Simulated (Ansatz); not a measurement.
Rock-salt MgS was calculated with PBE-D3(BJ) (Ansatz, a first-principles code, plane waves, PAW).

Run with plane-wave cutoff 500 eV, 14×14×14 k mesh, Fermi–Dirac smearing 0.05 eV, scalar-relativistic PAW data made under PBE.

Cell (relaxed at this level):

```xyz
2
Lattice="0.0000 2.5773 2.5773 2.5773 0.0000 2.5773 2.5773 2.5773 0.0000" Properties=species:S:1:pos:R:3 pbc="T T T"
Mg     0.0000     0.0000     0.0000
S      2.5773     2.5773     2.5773
```

### Question
What does this level give for the band gap?

### Answer

* **band gap**: 2.85 eV (on the SCF k mesh)

Cost on a shared machine: roughly 13 core-seconds.
